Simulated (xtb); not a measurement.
xtb input for CN, SMILES [C]#N (connectivity only; charge and spin as stated), charge -1, multiplicity 1, GFN2-xTB. 

```
$ xtb mol.xyz --gfn 2 --sp --chrg -1 --uhf 0 --json
$ cat mol.xyz
2

C      0.00000000     0.00000000    -0.64612027
N      0.00000000     0.00000000     0.55381738
```

Log of the run:

```
[banner left out]
          |                Calculation Setup                |
           -------------------------------------------------



           -------------------------------------------------
          |                 G F N 2 - x T B                 |
           -------------------------------------------------

        Reference                      10.1021/acs.jctc.8b01176
      * Hamiltonian:
        H0-scaling (s, p, d)           1.850000    2.230000    2.230000
        zeta-weighting                 0.500000
      * Dispersion:
        s8                             2.700000
        a1                             0.520000
        a2                             5.000000
        s9                             5.000000
      * Repulsion:
        kExp                           1.500000    1.000000
        rExp                           1.000000
      * Coulomb:
        alpha                          2.000000
        third order                    shell-resolved
        anisotropic                    true
        a3                             3.000000
        a5                             4.000000
        cn-shift                       1.200000
        cn-exp                         4.000000
        max-rad                        5.000000


          ...................................................
          :                      SETUP                      :
          :.................................................:
          :  # basis functions                   8          :
          :  # atomic orbitals                   8          :
          :  # shells                            4          :
          :  # electrons                        10          :
          :  max. iterations                   250          :
          :  Hamiltonian                  GFN2-xTB          :
          :  restarted?                      false          :
          :  GBSA solvation                  false          :
          :  PC potential                    false          :
          :  electronic temp.          300.0000000     K    :
          :  accuracy                    1.0000000          :
          :  -> integral cutoff          0.2500000E+02      :
          :  -> integral neglect         0.1000000E-07      :
          :  -> SCF convergence          0.1000000E-05 Eh   :
          :  -> wf. convergence          0.1000000E-03 e    :
          :  Broyden damping             0.4000000          :
          :  net charge                         -1          :
          :  unpaired electrons                  0          :
          ...................................................

 iter      E             dE          RMSdq      gap      omega  full diag
   1     -5.1663280 -0.516633E+01  0.117E+01    4.63       0.0  T
   2     -5.1600549  0.627312E-02  0.848E+00    4.48       1.0  T
   3     -5.1325819  0.274730E-01  0.542E+00    4.37       1.0  T
   4     -5.1828819 -0.503000E-01  0.875E-01    4.38       1.0  T
   5     -5.1829775 -0.956216E-04  0.328E-01    4.42       1.0  T
   6     -5.1830843 -0.106789E-03  0.334E-02    4.43       2.1  T
   7     -5.1830842  0.135646E-06  0.186E-02    4.43       3.8  T
   8     -5.1830848 -0.601288E-06  0.284E-03    4.43      24.9  T
   9     -5.1830848 -0.154681E-07  0.392E-04    4.43     180.4  T
  10     -5.1830848 -0.309261E-09  0.127E-05    4.43    5563.9  T

   *** convergence criteria satisfied after 10 iterations ***

         #    Occupation            Energy/Eh            Energy/eV
      -------------------------------------------------------------
         1        2.0000           -0.2770943              -7.5401
         2        2.0000           -0.1407028              -3.8287
         3        2.0000           -0.0847073              -2.3050
         4        2.0000           -0.0847073              -2.3050
         5        2.0000           -0.0069808              -0.1900 (HOMO)
         6                          0.1558466               4.2408 (LUMO)
         7                          0.1558466               4.2408
         8                          1.0370086              28.2184
      -------------------------------------------------------------
                  HL-Gap            0.1628273 Eh            4.4308 eV
             Fermi-level            0.0744329 Eh            2.0254 eV

 SCC (total)                   0 d,  0 h,  0 min,  0.002 sec
 SCC setup                      ...        0 min,  0.000 sec (  8.652%)
 Dispersion                     ...        0 min,  0.000 sec (  1.616%)
 classical contributions        ...        0 min,  0.000 sec (  1.208%)
 integral evaluation            ...        0 min,  0.000 sec (  8.866%)
 iterations                     ...        0 min,  0.001 sec ( 58.412%)
 molecular gradient             ...        0 min,  0.000 sec ( 12.004%)
 printout                       ...        0 min,  0.000 sec (  8.464%)

         :::::::::::::::::::::::::::::::::::::::::::::::::::::
         ::                     SUMMARY                     ::
         :::::::::::::::::::::::::::::::::::::::::::::::::::::
         :: total energy              -5.113619311476 Eh    ::
         :: gradient norm              0.000535501324 Eh/a0 ::
         :: HOMO-LUMO gap              4.430757535008 eV    ::
         ::.................................................::
         :: SCC energy                -5.183084796439 Eh    ::
         :: -> isotropic ES            0.193047429929 Eh    ::
         :: -> anisotropic ES          0.005354754679 Eh    ::
         :: -> anisotropic XC          0.010750180913 Eh    ::
         :: -> dispersion             -0.000475188516 Eh    ::
         :: repulsion energy           0.069465484963 Eh    ::
         :: add. restraining           0.000000000000 Eh    ::
         :: total charge              -1.000000000000 e     ::
         :::::::::::::::::::::::::::::::::::::::::::::::::::::

           -------------------------------------------------
          |                Property Printout                |
           -------------------------------------------------

    * Orbital Energies and Occupations

         #    Occupation            Energy/Eh            Energy/eV
      -------------------------------------------------------------
         1        2.0000           -0.2770943              -7.5401
         2        2.0000           -0.1407028              -3.8287
         3        2.0000           -0.0847073              -2.3050
         4        2.0000           -0.0847073              -2.3050
         5        2.0000           -0.0069808              -0.1900 (HOMO)
         6                          0.1558466               4.2408 (LUMO)
         7                          0.1558466               4.2408
         8                          1.0370086              28.2184
      -------------------------------------------------------------
                  HL-Gap            0.1628273 Eh            4.4308 eV
             Fermi-level            0.0744329 Eh            2.0254 eV

     #   Z          covCN         q      C6AA      α(0)
     1   6 C        0.910    -0.382    49.512    11.776
     2   7 N        0.910    -0.618    37.174     8.819

 Mol. C6AA /au·bohr⁶  :        171.754254
 Mol. C8AA /au·bohr⁸  :       4400.833258
 Mol. α(0) /au        :         20.594006


Wiberg/Mayer (AO) data.
largest (>0.10) Wiberg bond orders for each atom

 ---------------------------------------------------------------------------
     #   Z sym  total        # sym  WBO       # sym  WBO       # sym  WBO
 ---------------------------------------------------------------------------
     1   6 C    2.846 --     2 N    2.846
     2   7 N    2.846 --     1 C    2.846
 ---------------------------------------------------------------------------
Note: The following floating-point exceptions are signalling: IEEE_DENORMAL
normal termination of xtb

Topologies differ in total number of bonds
Writing topology from bond orders to xtbtopo.mol

molecular dipole:
                 x           y           z       tot (Debye)
 q only:        0.000       0.000      -0.179
   full:        0.000      -0.000      -0.107       0.271
molecular quadrupole (traceless):
                xx          xy          yy          xz          yz          zz
 q only:        0.623       0.000       0.623       0.000       0.000      -1.247
  q+dip:        0.855       0.000       0.855       0.000      -0.000      -1.711
   full:        1.611      -0.000       1.611       0.000       0.000      -3.223


           -------------------------------------------------
          | TOTAL ENERGY               -5.113619311476 Eh   |
          | GRADIENT NORM               0.000535501324 Eh/α |
          | HOMO-LUMO GAP               4.430757535008 eV   |
           -------------------------------------------------

------------------------------------------------------------------------
------------------------------------------------------------------------
 total:
 SCF:
```

The calculation finished and met its thresholds.

Cost: around 0.04 core-seconds (rough).
